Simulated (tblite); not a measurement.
Phosphabenzene, C5H5P.
SMILES with atom numbers: `[cH:1]1[cH:2][cH:3][p:4][cH:5][cH:6]1` (hydrogens: H7 on C1; H8 on C2; H9 on C3; H10 on C5; H11 on C6)

Level: GFN2-xTB in tblite, geometry and Hessian alike; calculated harmonic values, unscaled, isolated species. The method is semi-empirical: single wavenumbers can be off by several per cent or more.

Harmonic wavenumbers (cm⁻¹): 246.6, 309.4, 435.1, 518.2, 572.4, 689.3, 812.0, 823.6, 833.1, 873.7, 880.1, 922.5, 930.7, 1056.2, 1138.7, 1204.5, 1211.8, 1284.4, 1377.7, 1386.5, 1513.4, 1561.4, 3033.7, 3035.9, 3045.6, 3047.3, 3079.0.

A = 5174, B = 3533, C = 2100 MHz; mass 96.013 u (most abundant isotopes); point group C2v, symmetry number 2.

Q: What is the zero-point energy?

A: Half the sum of the wavenumbers: 17911 cm⁻¹ = 51.21 kcal/mol.

Q: Give the ideal-gas entropy at 400 K and 1 bar in the rigid-rotor, harmonic-oscillator model (classical rotation).

A: Translation 41.08, rotation 26.03, vibration 11.66: S = 78.8 cal/(mol K).

Q: And Cp and H(400 K) − H(0)?

A: Cp = 27.78 cal/(mol K), of which vibrations give 19.83 (their classical limit is 27 R = 53.7); H(400 K) − H(0) = 6.27 kcal/mol without the zero-point energy, 3.10 from vibrations.

Q: How do the functions run with temperature in this model?

A: 
| T (K) | S (cal/(mol K)) | Cp (cal/(mol K)) | H − H(0) (kcal/mol) | G − H(0) (kcal/mol) | ln q(vib) |
| --- | --- | --- | --- | --- | --- |
| 100 | 56.5 | 9.5 | 0.83 | -4.82 | 0.04 |
| 200 | 64.5 | 14.6 | 2.01 | -10.89 | 0.41 |
| 300 | 71.7 | 21.4 | 3.81 | -17.71 | 1.08 |
| 500 | 85.6 | 33.1 | 9.33 | -33.45 | 3.00 |
| 800 | 103.6 | 43.3 | 20.95 | -61.91 | 6.40 |
| 1000 | 113.7 | 47.5 | 30.06 | -83.67 | 8.67 |

q(vib) and H(0) count from the zero-point level.

Q: Which modes carry the vibrational entropy at 400 K?

A: 246.6 cm⁻¹: 2.29; 309.4 cm⁻¹: 1.87; 435.1 cm⁻¹: 1.29; 518.2 cm⁻¹: 1.01; 572.4 cm⁻¹: 0.87; 689.3 cm⁻¹: 0.62 cal/(mol K); the other 21 give 3.70 together.

Q: What must be added to the electronic energy to get the Gibbs energy at 400 K and 1 bar?

A: ZPE + [H(400 K) − H(0)] − T·S = 51.21 + 6.27 − 31.51 = 25.97 kcal/mol.

Hindered rotation and anharmonicity are outside this model.
